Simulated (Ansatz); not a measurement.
Mulliken charges of C$_{3}$H$_{6}$O (`C1COC1`) from ωB97M-V/def2-TZVPP in Ansatz (PBE0-D4/def2-TZVP geometry).

```tsv
atom	x (Å)	y (Å)	z (Å)	charge (e)
C1	-0.591	0.512	-0.079	-0.247
C2	-0.411	-1.002	0.062	0.029
O3	1.018	-0.879	0.076	-0.321
C4	0.938	0.551	0.002	0.029
H5	-1.009	0.839	-1.030	0.098
H6	-1.121	1.004	0.735	0.100
H7	-0.789	-1.435	0.994	0.078
H8	-0.759	-1.609	-0.779	0.078
H9	1.350	1.026	0.899	0.078
H10	1.457	0.942	-0.878	0.078
```

By hand: the dipole of these point charges (1 e Å = 4.8032 D).

Σ q r = (-0.278, 0.241, -0.012) e Å, of length 0.368 e Å = 1.77 D.

How does the dipole of the full density compare? (An estimate is asked.)

The calculation gave: (-0.301, 0.261, -0.021) e Å, 1.92 D; the point charges give 0.92 times that, at 1° from its direction.

Point charges leave out the atoms' own dipoles, such as those of lone pairs, and Mulliken's split depends on the basis, so the close match here is no proof of good charges.
